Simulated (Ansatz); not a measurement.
C₃H₅NS, SMILES N=CCC=S, vertical spin-state energies

Program: Ansatz's Python interface.

The script, `c3h5ns_spin.py`:
```python
"""Gap between spin states of C3H5NS at one geometry."""

import ansatz as az
from rdkit import Chem
from rdkit.Chem import AllChem

# start geometry from RDKit
rd = Chem.AddHs(Chem.MolFromSmiles("N=CCC=S"))
AllChem.EmbedMolecule(rd, randomSeed=424)
AllChem.UFFOptimizeMolecule(rd)
c3h5ns = az.Crystal.molecule()
for atom, xyz in zip(rd.GetAtoms(), rd.GetConformer().GetPositions()):
    c3h5ns = c3h5ns.atom(atom.GetSymbol(), xyz.round(5).tolist())

base = (
    c3h5ns.calculation()
    .basis(gaussian="cc-pVDZ")
    .functional("r2SCAN")
)
found = {}
for unpaired in [0, 2]:
    report = base.spin("collinear", total=unpaired).run(threads=1).report
    s = unpaired / 2
    found[unpaired] = report["free_energy_ev"]
    print(f"2S+1 = {unpaired + 1}: E = {found[unpaired]:.5f} eV, <S^2> = {abs(report['mean_field']['state']['spin_squared']):.3f} (pure state {s * (s + 1):.2f})")
lowest = min(found, key=found.get)
for unpaired, e in found.items():
    print(f"multiplicity {unpaired + 1}: {96.485332 * (e - found[lowest]):.1f} kJ/mol above the lowest")
```

```console
$ python c3h5ns_spin.py
2S+1 = 1: E = -15511.79763 eV, <S^2> = 0.000 (pure state 0.00)
2S+1 = 3: E = -15509.66742 eV, <S^2> = 2.007 (pure state 2.00)
multiplicity 1: 0.0 kJ/mol above the lowest
multiplicity 3: 205.5 kJ/mol above the lowest
```

In order: multiplicity 1 (+0.00 eV) and multiplicity 3 (+2.13 eV), all at the one geometry.

Notes:
- Total energies depend on the basis set; only differences at equal settings carry meaning.
- The geometry is a force-field or estimated start, not a minimum of this method, and the basis set is short of its limit. All parts are taken at fixed geometry, without zero-point energy.
- Hardware and time: 30 s on 1 thread of Arm Neoverse V2, with other jobs on the host, peak memory 0.34 GiB.
